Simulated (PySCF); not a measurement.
**Single point on NaO**

State: ²Π (doublet), unpaired electrons π ↑.

An equivalent input (the run itself took its basis sets from the Basis Set Exchange, started from a PBE0 density and held the occupation σ 6α 6β, πx 2α 1β, πy 2α 2β):

```python
from pyscf import gto, scf
mol = gto.M(atom='Na 0 0 0; O 0 0 2.062', basis={'Na': 'pcseg-1', 'O': 'pcseg-1'},
            charge=0, spin=1, verbose=4, symmetry='C2v')
mf = scf.UHF(mol)
mf.irrep_nelec = {'A1': (6, 6), 'B1': (2, 1), 'B2': (2, 2)}
mf.conv_tol = 1e-9
mf.max_cycle = 60
mf.diis_space = 10
mf.kernel()
```

The log (some set-up lines and the per-cycle HOMO/LUMO lines removed):

```
******** <class 'pyscf.scf.uhf_symm.SymAdaptedUHF'> ********
method = SymAdaptedUHF
damping factor = 0
level_shift factor = 0
DIIS = <class 'pyscf.scf.diis.CDIIS'>
diis_start_cycle = 1
diis_space = 10
diis_damp = 0
SCF conv_tol = 1e-09
SCF conv_tol_grad = None
SCF max_cycles = 60
number electrons alpha = 10  beta = 9
Set gradient conv threshold to 3.16228e-05
init E= -236.617546532153
cycle= 1 E= -236.624852362078  delta_E= -0.00731  |g|= 0.0264  |ddm|= 0.175
cycle= 2 E= -236.625554166351  delta_E= -0.000702  |g|= 0.00788  |ddm|= 0.0443
cycle= 3 E= -236.625678768793  delta_E= -0.000125  |g|= 0.0055  |ddm|= 0.0197
cycle= 4 E= -236.625721119044  delta_E= -4.24e-05  |g|= 0.0014  |ddm|= 0.0114
cycle= 5 E= -236.625729188404  delta_E= -8.07e-06  |g|= 0.000535  |ddm|= 0.00631
cycle= 6 E= -236.625730199453  delta_E= -1.01e-06  |g|= 0.00023  |ddm|= 0.00251
cycle= 7 E= -236.625730381282  delta_E= -1.82e-07  |g|= 8.39e-05  |ddm|= 0.00122
cycle= 8 E= -236.625730406872  delta_E= -2.56e-08  |g|= 2.63e-05  |ddm|= 0.000461
cycle= 9 E= -236.625730409445  delta_E= -2.57e-09  |g|= 1.05e-05  |ddm|= 0.000134
cycle= 10 E= -236.625730409712  delta_E= -2.68e-10  |g|= 2.46e-06  |ddm|= 4.47e-05
Extra cycle  E= -236.625730409721  delta_E= -8.81e-12  |g|= 1.31e-06  |ddm|= 4.51e-06
converged SCF energy = -236.625730409721  <S^2> = 0.75758863  2S+1 = 2.0075743
```

Repeating this along the bond gives Re = 2.054 Å and ωe = 518 cm⁻¹.

A point of this curve took 0.039 CPU seconds beside 0.014 for the integrals (shared host).

The state was picked by a PBE0 search and need not be the measured ground state.
